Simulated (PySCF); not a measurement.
Identify the unknown among the candidates.

All candidates are C3H4F2O.

| technique | computed result |
| --- | --- |
| Triplet | lowest triplet excitation (Tamm–Dancoff): 7.52 eV [TDA B3LYP/def2-SVPD] |
| Dipole | 1.91 D [B3LYP/def2-SVPD] |
| Rotational structure | rotational constants A, B, C: 7.176, 2.651, 2.098 GHz [GFN2-xTB] |
| UV, strongest line | among the 8 lowest singlet transitions: S6 at 8.78 eV (141 nm, f = 0.035) [TDDFT B3LYP/def2-SVPD] |
| XPS | C1s 292.9, C1s 293.0, C1s 296.0, O1s 539.4, F1s 693.4, F1s 693.4 eV [ΔSCF SCAN, pcX-2 on the ionised atom, pcseg-1 elsewhere, spin-free X2C] |
| Polarisability | 40.8 au [B3LYP/def2-SVPD] |
| UV, first state | lowest singlet excitation: 7.78 eV (159 nm, f = 0.012) [TDDFT B3LYP/def2-SVPD] |

Electronic properties: PySCF, gas phase, density fitting. Levels stand in brackets. One conformer (not necessarily the lowest) at the GFN2-xTB geometry, without solvent, vibrations or thermal averaging.

Task: Which candidate is it?
A. `O=C(F)CCF`
B. `C=COC(F)F`
C. `FC(F)[C@@H]1CO1`
D. `CO/C(F)=C\F`
E. `F/C=C/OCF`

Result: C. It is `FC(F)[C@@H]1CO1`. Numbering: `[F:1][CH:2]([F:3])[C@@H:4]1[CH2:5][O:6]1`. Its formula, C3H4F2O, gives 1 degree of unsaturation: 1 ring and 0 π bonds in the structure found. The core levels belong to: C1s 292.9 eV, sp3 carbon bound to oxygen [C5]; C1s 293.0 eV, sp3 carbon bound to oxygen [C4]; C1s 296.0 eV, CHF2 carbon [C2]; O1s 539.4 eV, epoxide oxygen [O6]; F1s 693.4 eV, fluorine of a CF2 group [F1]; F1s 693.4 eV, fluorine of a CF2 group [F3]. The optimised geometry has point group C1 and is an asymmetric top.

The others, at the same levels:
- `CO/C(F)=C\F` fails: its computed core binding energies are C1s 292.4, C1s 293.1, C1s 294.6, O1s 539.9, F1s 693.0, F1s 693.8 eV, rotational constant A is 6.730 GHz (against 7.176 GHz) and smallest rotational constant is 1.847 GHz (against 2.098 GHz).
- `C=COC(F)F` fails: its computed core binding energies are C1s 290.8, C1s 292.9, C1s 297.6, O1s 540.3, F1s 693.8 (×2) eV and rotational constant A is 7.668 GHz (against 7.176 GHz).
- `O=C(F)CCF` fails: its computed core binding energies are C1s 292.4, C1s 293.9, C1s 296.5, O1s 539.4, F1s 693.0, F1s 693.5 eV, rotational constant A is 9.415 GHz (against 7.176 GHz) and smallest rotational constant is 1.528 GHz (against 2.098 GHz).
- `F/C=C/OCF` fails: its computed core binding energies are C1s 292.7, C1s 292.9, C1s 295.4, O1s 540.0, F1s 693.2, F1s 693.4 eV, rotational constant A is 17.223 GHz (against 7.176 GHz) and smallest rotational constant is 1.340 GHz (against 2.098 GHz).

Each candidate is one conformer, not necessarily the lowest. The conformers computed, where there is a choice (atom-mapped SMILES and torsion angles):
- `[F:1][CH:2]([F:3])[C@@H:4]1[CH2:5][O:6]1`: F1–C2–C4–C5 -72°
- `[CH3:1][O:2]/[C:3]([F:4])=[CH:5]\[F:6]`: C1–O2–C3–F4 0°
- `[CH2:1]=[CH:2][O:3][CH:4]([F:5])[F:6]`: C1–C2–O3–C4 9°, C2–O3–C4–F5 168°
- `[O:1]=[C:2]([F:3])[CH2:4][CH2:5][F:6]`: O1–C2–C4–C5 0°, C2–C4–C5–F6 180°
- `[F:1]/[CH:2]=[CH:3]/[O:4][CH2:5][F:6]`: C2–C3–O4–C5 0°, C3–O4–C5–F6 180°
